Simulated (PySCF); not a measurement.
PySCF input file for disilane (H₆Si₂), SMILES [SiH3][SiH3], TPSSh-D3(BJ)/def2-TZVP. 

```python
import numpy as np
from pyscf import gto, scf, dft
from pyscf.geomopt import geometric_solver

mol = gto.M(
    atom='''
    Si    0.00000000    0.00000000   -1.15214337
    Si   -0.00000000   -0.00000000    1.15214337
    H    -1.16863809   -0.68401173   -1.71377497
    H     1.17669059   -0.67006441   -1.71377497
    H    -0.00805250    1.35407614   -1.71377497
    H    -1.16863810    0.68401173    1.71377497
    H     1.17669059    0.67006441    1.71377497
    H    -0.00805249   -1.35407614    1.71377497
    ''',
    basis='def2-TZVP',
    charge=0,
    spin=0,
    max_memory=1600,
    verbose=3,
)
mf = dft.RKS(mol, xc='tpssh').density_fit(auxbasis='def2-universal-jkfit')
mf.disp = 'd3bj'
mf.grids.level = 4
mf.conv_tol = 1e-9
mf.max_cycle = 100
mf.kernel()
grad = mf.nuc_grad_method()
grad.grid_response = mol.nao <= 150
conv, mol_eq = geometric_solver.kernel(grad, convergence_set='GAU_TIGHT', maxsteps=100)
print(mol_eq.tostring(format='xyz'))
mf.reset(mol_eq)
mf.kernel()
```

Output:

```
converged SCF energy = -582.646166095015
[banner and settings of the optimiser left out]
Geometry optimization cycle 1
Cartesian coordinates (Angstrom)
 Atom        New coordinates             dX        dY        dZ
  Si   0.000000   0.000000  -1.152143    0.000000  0.000000  0.000000
  Si   0.000000   0.000000   1.152143    0.000000  0.000000  0.000000
   H  -1.168638  -0.684012  -1.713775    0.000000  0.000000  0.000000
   H   1.176691  -0.670064  -1.713775    0.000000  0.000000  0.000000
   H  -0.008053   1.354076  -1.713775    0.000000  0.000000  0.000000
   H  -1.168638   0.684012   1.713775    0.000000  0.000000  0.000000
   H   1.176691   0.670064   1.713775    0.000000  0.000000  0.000000
   H  -0.008052  -1.354076   1.713775    0.000000  0.000000  0.000000

WARN: Mole.unit (angstrom) is changed to Bohr

converged SCF energy = -582.646166095017
--------------- DFRKS_Scanner gradients ---------------
         x                y                z
0 Si    -0.0000000574     0.0000013770     0.0085510425
1 Si    -0.0000000554    -0.0000013781    -0.0085510434
2 H     0.0065370966     0.0038139223    -0.0003635319
3 H    -0.0065715226     0.0037543468    -0.0003635462
4 H     0.0000344833    -0.0075680495    -0.0003632504
5 H     0.0065370941    -0.0038139208     0.0003635329
6 H    -0.0065715224    -0.0037543471     0.0003635462
7 H     0.0000344837     0.0075680495     0.0003632503
----------------------------------------------
cycle 1: E = -582.646166095  dE = -582.646  norm(grad) = 0.0221519
Step    0 : Gradient = 7.832e-03/8.551e-03 (rms/max) Energy = -582.6461660950
Hessian Eigenvalues: 2.30000e-02 5.00000e-02 5.00000e-02 ... 1.84522e-01 1.84522e-01 1.84522e-01

Geometry optimization cycle 2
Cartesian coordinates (Angstrom)
 Atom        New coordinates             dX        dY        dZ
  Si   0.000000  -0.000017  -1.165752    0.000000 -0.000017 -0.013608
  Si   0.000000   0.000017   1.165752    0.000000  0.000017  0.013608
   H  -1.196582  -0.700073  -1.699721   -0.027944 -0.016061  0.014054
   H   1.204555  -0.686265  -1.699722    0.027864 -0.016201  0.014053
   H  -0.007973   1.386273  -1.699745    0.000080  0.032197  0.014030
   H  -1.196582   0.700073   1.699721   -0.027944  0.016061 -0.014054
   H   1.204555   0.686265   1.699722    0.027864  0.016201 -0.014053
   H  -0.007973  -1.386273   1.699745    0.000080 -0.032197 -0.014030
converged SCF energy = -582.647974803427
--------------- DFRKS_Scanner gradients ---------------
         x                y                z
0 Si    -0.0000000506     0.0000007392     0.0054870383
1 Si    -0.0000000508    -0.0000007391    -0.0054870382
2 H    -0.0002397381    -0.0001518482    -0.0011519058
3 H     0.0002515613    -0.0001314578    -0.0011518787
4 H    -0.0000117725     0.0002836379    -0.0011519357
5 H    -0.0002397381     0.0001518482     0.0011519057
6 H     0.0002515613     0.0001314577     0.0011518787
7 H    -0.0000117724    -0.0002836379     0.0011519358
----------------------------------------------
cycle 2: E = -582.647974803  dE = -0.00180871  norm(grad) = 0.00828613
Step    1 : Displace = 3.119e-02/3.515e-02 (rms/max) Trust = 1.000e-01 (=) Grad = 2.930e-03/5.487e-03 (rms/max) E (change) = -582.6479748034 (-1.809e-03) Quality = 1.108
Hessian Eigenvalues: 2.29995e-02 5.00000e-02 5.00000e-02 ... 1.84522e-01 1.84522e-01 2.17462e-01

Geometry optimization cycle 3
Cartesian coordinates (Angstrom)
 Atom        New coordinates             dX        dY        dZ
  Si   0.000000  -0.000030  -1.170644    0.000000 -0.000013 -0.004892
  Si   0.000000   0.000030   1.170644    0.000000  0.000013  0.004892
   H  -1.200564  -0.702051  -1.689593   -0.003981 -0.001978  0.010128
   H   1.208244  -0.688748  -1.689595    0.003690 -0.002483  0.010127
   H  -0.007681   1.390686  -1.689632    0.000291  0.004413  0.010114
   H  -1.200564   0.702051   1.689593   -0.003981  0.001978 -0.010128
   H   1.208244   0.688748   1.689595    0.003690  0.002483 -0.010127
   H  -0.007681  -1.390686   1.689632    0.000291 -0.004413 -0.010114
converged SCF energy = -582.648101042676
--------------- DFRKS_Scanner gradients ---------------
         x                y                z
0 Si     0.0000000021     0.0000001045     0.0011312043
1 Si     0.0000000019    -0.0000001044    -0.0011312042
2 H    -0.0002539452    -0.0001596033    -0.0002425108
3 H     0.0002653974    -0.0001397909    -0.0002424685
4 H    -0.0000114543     0.0002998925    -0.0002425234
5 H    -0.0002539451     0.0001596032     0.0002425107
6 H     0.0002653975     0.0001397909     0.0002424685
7 H    -0.0000114543    -0.0002998925     0.0002425234
----------------------------------------------
cycle 3: E = -582.648101043  dE = -0.000126239  norm(grad) = 0.00185798
Step    2 : Displace = 9.880e-03/1.106e-02 (rms/max) Trust = 1.414e-01 (+) Grad = 6.569e-04/1.131e-03 (rms/max) E (change) = -582.6481010427 (-1.262e-04) Quality = 1.158
[...]
1 Si     0.0000000170    -0.0000002281     0.0000769486
2 H     0.0000391538     0.0000193671     0.0000049956
3 H    -0.0000364054     0.0000241906     0.0000049176
4 H    -0.0000027654    -0.0000434211     0.0000052025
5 H     0.0000391538    -0.0000193671    -0.0000049956
6 H    -0.0000364054    -0.0000241906    -0.0000049176
7 H    -0.0000027654     0.0000434211    -0.0000052025
----------------------------------------------
cycle 8: E = -582.648106192  dE = -1.23969e-07  norm(grad) = 0.00015303
Step    7 : Displace = 2.302e-03/2.659e-03 (rms/max) Trust = 3.000e-01 (=) Grad = 5.410e-05/7.695e-05 (rms/max) E (change) = -582.6481061917 (-1.240e-07) Quality = 1.410
Hessian Eigenvalues: 7.80520e-04 4.99825e-02 5.00000e-02 ... 1.84522e-01 1.84522e-01 3.39055e-01

Geometry optimization cycle 9
Cartesian coordinates (Angstrom)
 Atom        New coordinates             dX        dY        dZ
  Si   0.000001  -0.000209  -1.171906   -0.000000 -0.000053  0.000062
  Si   0.000001   0.000209   1.171906   -0.000000  0.000053 -0.000062
   H  -1.204091  -0.695710  -1.688171   -0.001083  0.001651  0.000134
   H   1.204289  -0.695365  -1.688179   -0.000954 -0.001877  0.000135
   H  -0.000200   1.390185  -1.688526    0.002037 -0.000003  0.000039
   H  -1.204091   0.695710   1.688171   -0.001083 -0.001651 -0.000134
   H   1.204289   0.695365   1.688179   -0.000954  0.001877 -0.000135
   H  -0.000200  -1.390185   1.688526    0.002037  0.000003 -0.000039
converged SCF energy = -582.64810626492
--------------- DFRKS_Scanner gradients ---------------
         x                y                z
0 Si     0.0000000324     0.0000001952    -0.0000426143
1 Si     0.0000000324    -0.0000001952     0.0000426143
2 H     0.0000210530     0.0000118715     0.0000024218
3 H    -0.0000208397     0.0000123217     0.0000023433
4 H    -0.0000002456    -0.0000240085     0.0000025958
5 H     0.0000210530    -0.0000118715    -0.0000024218
6 H    -0.0000208397    -0.0000123217    -0.0000023433
7 H    -0.0000002457     0.0000240085    -0.0000025958
----------------------------------------------
cycle 9: E = -582.648106265  dE = -7.32418e-08  norm(grad) = 8.4627e-05
Step    8 : Displace = 1.768e-03/2.041e-03 (rms/max) Trust = 3.000e-01 (=) Grad = 2.992e-05/4.261e-05 (rms/max) E (change) = -582.6481062649 (-7.324e-08) Quality = 1.290
Hessian Eigenvalues: 8.44059e-04 4.99758e-02 5.00000e-02 ... 1.84522e-01 1.84522e-01 2.41461e-01

Geometry optimization cycle 10
Cartesian coordinates (Angstrom)
 Atom        New coordinates             dX        dY        dZ
  Si   0.000001  -0.000226  -1.171842   -0.000000 -0.000017  0.000064
  Si   0.000001   0.000226   1.171842   -0.000000  0.000017 -0.000064
   H  -1.204356  -0.695422  -1.688052   -0.000264  0.000288  0.000119
   H   1.204152  -0.695774  -1.688057   -0.000138 -0.000409  0.000122
   H   0.000203   1.390232  -1.688437    0.000402  0.000048  0.000090
   H  -1.204356   0.695422   1.688052   -0.000264 -0.000288 -0.000119
   H   1.204152   0.695774   1.688057   -0.000138  0.000409 -0.000122
   H   0.000203  -1.390232   1.688437    0.000402 -0.000048 -0.000090
converged SCF energy = -582.648106281558
--------------- DFRKS_Scanner gradients ---------------
         x                y                z
0 Si     0.0000000426     0.0000001259    -0.0000105521
1 Si     0.0000000426    -0.0000001259     0.0000105521
2 H     0.0000046757     0.0000030902     0.0000006242
3 H    -0.0000049884     0.0000026326     0.0000005792
4 H     0.0000002701    -0.0000054469     0.0000007603
5 H     0.0000046757    -0.0000030902    -0.0000006242
6 H    -0.0000049884    -0.0000026326    -0.0000005792
7 H     0.0000002701     0.0000054469    -0.0000007603
----------------------------------------------
cycle 10: E = -582.648106282  dE = -1.66385e-08  norm(grad) = 2.02798e-05
Step    9 : Displace = 3.681e-04/4.239e-04 (rms/max) Trust = 3.000e-01 (=) Grad = 7.170e-06/1.055e-05 (rms/max) E (change) = -582.6481062816 (-1.664e-08) Quality = 1.181
Hessian Eigenvalues: 9.32254e-04 4.98735e-02 5.00000e-02 ... 1.84522e-01 1.84522e-01 2.09066e-01

Geometry optimization cycle 11
Cartesian coordinates (Angstrom)
 Atom        New coordinates             dX        dY        dZ
  Si   0.000001  -0.000229  -1.171822   -0.000000 -0.000003  0.000020
  Si   0.000001   0.000229   1.171822   -0.000000  0.000003 -0.000020
   H  -1.204294  -0.695573  -1.688019    0.000061 -0.000151  0.000032
   H   1.204249  -0.695652  -1.688023    0.000097  0.000122  0.000034
   H   0.000045   1.390248  -1.688410   -0.000158  0.000016  0.000027
   H  -1.204294   0.695573   1.688019    0.000061  0.000151 -0.000032
   H   1.204249   0.695652   1.688023    0.000097 -0.000122 -0.000034
   H   0.000045  -1.390248   1.688410   -0.000158 -0.000016 -0.000027
converged SCF energy = -582.64810628276
--------------- DFRKS_Scanner gradients ---------------
         x                y                z
0 Si     0.0000000053     0.0000000907     0.0000002834
1 Si     0.0000000053    -0.0000000907    -0.0000002834
2 H    -0.0000000594     0.0000001292    -0.0000001429
3 H     0.0000000053     0.0000000382    -0.0000001796
4 H     0.0000000489     0.0000001511    -0.0000000235
5 H    -0.0000000594    -0.0000001292     0.0000001429
6 H     0.0000000053    -0.0000000382     0.0000001796
7 H     0.0000000489    -0.0000001511     0.0000000235
----------------------------------------------
cycle 11: E = -582.648106283  dE = -1.20167e-09  norm(grad) = 6.14337e-07
Step   10 : Displace = 1.406e-04/1.626e-04 (rms/max) Trust = 3.000e-01 (=) Grad = 2.172e-07/2.976e-07 (rms/max) E (change) = -582.6481062828 (-1.202e-09) Quality = 1.030
Hessian Eigenvalues: 8.74941e-04 4.88757e-02 5.00000e-02 ... 1.84522e-01 1.84522e-01 2.14174e-01

Geometry optimization cycle 12
Cartesian coordinates (Angstrom)
 Atom        New coordinates             dX        dY        dZ
  Si   0.000000  -0.000234  -1.171822   -0.000000 -0.000005  0.000000
  Si   0.000000   0.000234   1.171822   -0.000000  0.000005 -0.000000
   H  -1.204278  -0.695608  -1.688015    0.000016 -0.000036  0.000004
   H   1.204266  -0.695630  -1.688017    0.000017  0.000021  0.000005
   H   0.000012   1.390242  -1.688414   -0.000033 -0.000006 -0.000004
   H  -1.204278   0.695608   1.688015    0.000016  0.000036 -0.000004
   H   1.204266   0.695630   1.688017    0.000017 -0.000021 -0.000005
   H   0.000012  -1.390242   1.688414   -0.000033  0.000006  0.000004
converged SCF energy = -582.648106282783
--------------- DFRKS_Scanner gradients ---------------
         x                y                z
0 Si     0.0000000187     0.0000000785     0.0000002222
1 Si     0.0000000187    -0.0000000785    -0.0000002222
2 H    -0.0000000804     0.0000000801    -0.0000000620
3 H     0.0000000497     0.0000000609    -0.0000000810
4 H     0.0000000121     0.0000001892     0.0000000619
5 H    -0.0000000804    -0.0000000801     0.0000000620
6 H     0.0000000497    -0.0000000609     0.0000000810
7 H     0.0000000121    -0.0000001892    -0.0000000619
----------------------------------------------
cycle 12: E = -582.648106283  dE = -2.34195e-11  norm(grad) = 5.00313e-07
Step   11 : Displace = 2.858e-05/3.312e-05 (rms/max) Trust = 3.000e-01 (=) Grad = 1.769e-07/2.364e-07 (rms/max) E (change) = -582.6481062828 (-2.342e-11) Quality = 1.362
Hessian Eigenvalues: 8.74941e-04 4.88757e-02 5.00000e-02 ... 1.84522e-01 1.84522e-01 2.14174e-01
Converged! =D

8
XYZ from PySCF
Si          0.00000038       -0.00023425       -1.17182222
Si          0.00000038        0.00023425        1.17182222
H          -1.20427847       -0.69560833       -1.68801508
H           1.20426561       -0.69563019       -1.68801728
H           0.00001249        1.39024156       -1.68841358
H          -1.20427847        0.69560833        1.68801508
H           1.20426560        0.69563020        1.68801728
H           0.00001249       -1.39024156        1.68841358
converged SCF energy = -582.648106282783
```

The calculation finished and met its thresholds.
